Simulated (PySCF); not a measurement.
Compound: 2-chloroethyl ethyl ether, C₄H₉ClO.
Cartesian coordinates in Å at the PBE0-D3(BJ)/def2-SVP level; atoms count from 1:
```
atom  x, y, z in Å
C1    -1.9527    0.3155    0.2406
C2    -0.9310   -0.8003    0.3536
O3     0.3890   -0.3883    0.1088
C4     0.9695    0.3785    1.1194
C5     2.4397    0.5111    0.7899
Cl6    3.2530    1.5393    1.9962
H7    -2.9698   -0.0856    0.3662
H8    -1.8071    1.0908    1.0079
H9    -1.8904    0.7957   -0.7476
H10   -1.1420   -1.5798   -0.3948
H11   -0.9986   -1.2817    1.3509
H12    0.5235    1.3890    1.1961
H13    0.8518   -0.1051    2.1105
H14    2.9303   -0.4713    0.7897
H15    2.5705    0.9707   -0.1989
```

Level: CAM-B3LYP/def2-SVPD in PySCF, non-relativistic, on one gas-phase PBE0-D3(BJ)/def2-SVP geometry that isn't relaxed in the solvent. The solvent is an IEF-PCM continuum (cavity from Bondi-type radii × 1.2), and excitations are vertical TDDFT with non-equilibrium linear response and a frozen core. Specific hydrogen bonds and non-electrostatic terms are outside this model.

Gas-phase singlets (H = HOMO, L = LUMO):

```
state  E (eV)  λ (nm)      f  leading configurations
   S1   7.377     168  0.015                 H→L 81%
   S2   7.494     165  0.002  H-1→L+1 56%, H-1→L 21%
   S3   7.587     163  0.003  H-2→L+1 59%, H-2→L 23%
   S4   8.062     154  0.007               H→L+1 76%
   S5   8.228     151  0.019               H→L+3 83%
```

Task: What are the lowest 5 singlets in tetrahydrofuran (ε = 7.426)?

Result: 
```tsv
state	E (eV)	λ (nm)	f	leading configurations	change by rank (eV)
S1	7.381	168	0.012	H→L 76%, H→L+1 10%	+0.004
S2	7.533	165	0.004	H-1→L 68%, H-1→L+1 15%	+0.039
S3	7.640	162	0.006	H-2→L 69%, H-2→L+1 14%	+0.053
S4	8.032	154	0.011	H→L+1 71%	-0.030
S5	8.257	150	0.011	H→L+3 72%, H→L+4 18%	+0.029
```

Task: What are the lowest 5 singlets in water (ε = 78.36)?

Result: 
| state | E (eV) | λ (nm) | f | leading configurations | change by rank (eV) |
| --- | --- | --- | --- | --- | --- |
| S1 | 7.379 | 168 | 0.010 | H→L 70%, H→L+1 17% | +0.002 |
| S2 | 7.542 | 164 | 0.004 | H-1→L 75% | +0.048 |
| S3 | 7.652 | 162 | 0.007 | H-2→L 76% | +0.065 |
| S4 | 8.031 | 154 | 0.010 | H→L+1 66%, H→L 12% | -0.031 |
| S5 | 8.265 | 150 | 0.007 | H→L+3 63%, H→L+4 27% | +0.037 |

Task: The ground-state energy changes by -0.183 eV from gas to water. By how much does the total energy of gas-phase S3 change?

Result: E(S3) = E(S0) + excitation energy, so it changes by -0.183 + 0.065 = -0.118 eV: it is lowered less than the ground state, which is what a blue shift means. This is the vertical state, with the slow part of the continuum still set for S0.

Task: How do the frontier levels move from gas to water?

Result: 
| orbital | gas (eV) | solvent (eV) | change (eV) |
| --- | --- | --- | --- |
| LUMO+2 | 1.81 | 1.93 | +0.12 |
| LUMO+1 | 1.58 | 1.60 | +0.02 |
| LUMO | 1.27 | 1.38 | +0.11 |
| HOMO | -9.21 | -9.07 | +0.14 |
| HOMO-1 | -9.93 | -10.05 | -0.12 |
| HOMO-2 | -10.02 | -10.15 | -0.13 |
| HOMO-3 | -10.64 | -10.45 | +0.19 |

The HOMO–LUMO gap goes from 10.48 to 10.45 eV. Rows go by rank; for LUMO, LUMO+1 and LUMO+2 the atom shares or the degeneracy differ between the runs, so the row needn't follow one orbital.
